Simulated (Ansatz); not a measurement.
Input and output for `[AlH2][O][SiH3]`.

```yaml
crystal:
  periodic: [false, false, false]
  atoms:
    - {symbol: Al, position_ang: [-0.997576, 1.071157, -1.153569]}
    - {symbol: O, position_ang: [-0.093269, 0.088195, -0.132139]}
    - {symbol: Si, position_ang: [0.785008, -0.836129, 0.872302]}
    - {symbol: H, position_ang: [-2.435748, 0.574765, -1.576372]}
    - {symbol: H, position_ang: [-0.355648, 2.432175, -1.632471]}
    - {symbol: H, position_ang: [1.629564, -1.775204, 0.087177]}
    - {symbol: H, position_ang: [-0.108431, -1.624249, 1.762763]}
    - {symbol: H, position_ang: [1.668201, 0.012288, 1.716509]}
basis:
  gaussian: {orbitals: cc-pVTZ}
magnetization: {spin_polarized: true, initial_magnetization: 2}
hamiltonian: {xc: {name: HF}}
accuracy: high
output: {forces: true}
```

```sh
$ ansatz run in.yaml --threads 4 --pin off --events-out ev --progress --plain --max-ram 10444MiB
```

It prints (some lines left out):

```
Functional definition: HF
2892 factors; integrals over basis functions are off by at most 3.1e-9 eV
mean field evaluation 1: about -16552.1430 eV, gradient 3.1e1 eV
mean field evaluation 2: about -16552.1619 eV, gradient 3.1e1 eV
mean field evaluation 4: about -16557.3325 eV, gradient 3.6e0 eV
mean field evaluation 8: about -16557.8604 eV, gradient 1.2e0 eV
mean field evaluation 16: about -16559.7461 eV, gradient 1.0e0 eV
mean field evaluation 32: about -16559.7442 eV, gradient 3.3e-1 eV
mean field evaluation 64: about -16559.7098 eV, gradient 9.7e-1 eV
mean field evaluation 96: about -16559.7704 eV, gradient 7.4e-2 eV
mean field evaluation 128: about -16559.6477 eV, gradient 1.1e0 eV
mean field evaluation 160: about -16558.1811 eV, gradient 1.7e0 eV
mean field evaluation 192: about -16557.2312 eV, gradient 1.8e0 eV
mean field evaluation 288: about -16557.7297 eV, gradient 1.8e-2 eV
mean field -16559.77220880 eV, -608.5604040568 hartree, gradient 5.5e-8 eV, S^2 2.006644; 4 other end points of the search recorded, 0 dependent functions left out
reference -16559.77220880 eV, -608.5604040568 hartree; 21, 19 occupied and 147, 149 virtual orbitals, 2892 factors
Total energy: -16559.77220880 eV, -608.5604040568 hartree
Atom 0 at    -0.997576     1.071157    -1.153569 Å, force    -1.348596    -3.195409     1.225484 eV/Å
Atom 1 at    -0.093269     0.088195    -0.132139 Å, force     0.599606     0.081043     0.293499 eV/Å
Atom 2 at     0.785008    -0.836129     0.872302 Å, force    -0.162022     0.182155    -0.235014 eV/Å
Atom 3 at    -2.435748     0.574765    -1.576372 Å, force     0.093808     0.686522    -0.363256 eV/Å
Atom 4 at    -0.355648     2.432175    -1.632471 Å, force     0.871553     2.141420    -0.832709 eV/Å
Atom 5 at     1.629564    -1.775204     0.087177 Å, force    -0.068032     0.091351     0.103213 eV/Å
Atom 6 at    -0.108431    -1.624249     1.762763 Å, force     0.091287     0.096079    -0.107210 eV/Å
Atom 7 at     1.668201     0.012288     1.716509 Å, force    -0.077603    -0.083161    -0.084006 eV/Å
Dipole moment:     0.156798     0.425049    -0.169598 e Å
```

It took 15 s on 4 threads of an Intel Xeon 6975P-C on a shared host, with 0.81 GiB of host memory at the peak.
